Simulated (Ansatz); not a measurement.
# Palladium, fcc under LDA: from relaxation to bulk modulus

What does LDA give for palladium in the fcc structure? We relax it, solve it on a dense k-mesh, switch on spin-orbit coupling, then scale the cell to 7 volumes from 88 to 112 % of the relaxed one and try a fit of the equation of state. The k-meshes are 14×14×14 for the relaxation; 23×23×23 for the dense run; 14×14×14 for spin-orbit coupling; 23×23×23 for the volumes. It starts from a deposited cell (COD).

Computed with Ansatz 0.2.0 (DFT LDA (PW92), plane waves (420 eV) with PAW, scalar-relativistic; PAW files made under PBE, frozen cores solved again for the functional, unless a step says otherwise).

## Step 1: The system as given

The structure is cubic, space group Fm-3m (No. 225). The conventional cell has a = 3.890 Å, b = 3.890 Å, c = 3.890 Å, α = 90.00°, β = 90.00°, γ = 90.00°. Pd (site symmetry m-3m) is surrounded by 12 Pd at 2.75 Å.

As a file:

```
Pd
1.0
     0.00000    1.94490    1.94490
     1.94490    0.00000    1.94490
     1.94490    1.94490    0.00000
Pd
1
Direct
  0.00000 0.00000 0.00000
```

## Step 2: Relaxing cell and atoms

input.yaml

```yaml
crystal:
  lattice:
    - [0.0, 1.9449, 1.9449]
    - [1.9449, 0.0, 1.9449]
    - [1.9449, 1.9449, 0.0]
  atoms:
    - { symbol: Pd, position: [0.0, 0.0, 0.0] }
hamiltonian:
  xc: lda
  pseudopotentials:
    kind: paw
    azcp:
      Pd: "pseudopotentials/Pd.paw.azcp"
basis:
  ecutwfc: 420
  fft_grid_basis: typed
kpoints:
  mp_grid: { grid: [14, 14, 14], shift: [0, 0, 0] }
magnetization:
  spin_polarized: false
scf:
  occupations: { method: fermi_dirac, width: 0.1 }
relax:
  max_steps: 60
  f_tol: 0.01
  cell: {}
```

Further steps of the session: Single point on a dense mesh; A two-component run at the same geometry; Volume × 0.88; Volume × 0.92; Volume × 0.96; Volume × 1.0; Volume × 1.04; Volume × 1.08; Volume × 1.12.

Q: Predict the outcome of this session. Wanted: space group; conventional cell; volume; shortest distance; gap on the mesh; V₀, B₀, B₀′.

As calculated:

```
                      quantity                         value
space group (spins left aside)               Fm-3m (No. 225)
             conventional cell                   a = 3.842 Å
                        volume                14.181 Å³/atom
             shortest distance                       2.717 Å
   against the measured volume       -3.6 % (14.714 Å³/atom)
               gap on the mesh  none (levels filled in part)
                   V₀, B₀, B₀′  14.146 Å³/atom, 227 GPa, 5.4
```

**Reading.** The volume comes out 3.6 % smaller than measured. LDA binds too strongly as a rule, and cells come out small. The deposited cell holds zero-point motion and, unless taken cold, thermal expansion, which account for some of this. Levels at the Fermi energy are filled in part, as in a metal. The total energy of the spin-orbit run lies -2.0 eV/atom from the scalar one, but the two kinds of run don't share a zero of energy: only differences within one kind count. The fitted modulus is 227 GPa.
